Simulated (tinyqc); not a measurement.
Inside a calculation. Method: coupled-perturbed Hartree-Fock on RHF in the sto-3g basis, for H2O, spin multiplicity 1. One step of it, computed by the program tinyqc.

Task: Response to a field: uncoupled start. Field along z; U_ai = -mu_ai / (e_a - e_i), alpha = -4 sum U_ai mu_ai.

orbital energies (hartree): MO1 -20.265267, MO2 -1.196375, MO3 -0.535057, MO4 -0.426029, MO5 -0.386053, MO6 0.443679, MO7 0.560318

dipole integrals <a|z|i> (bohr):
```
          i1         i2         i3         i4        i5
a6  0.044736  -0.022675   0.000000  -0.595664  0.000000
a7  0.000000   0.000000  -0.701339   0.000000  0.000000
```

Give: uncoupled U; uncoupled polarisability.

Result:

uncoupled U:
```
         i1      i2      i3      i4      i5
a6  -0.0022  0.0138  0.0000  0.6849  0.0000
a7   0.0000  0.0000  0.6403  0.0000  0.0000
```

uncoupled polarisability = 3.4297 bohr^3
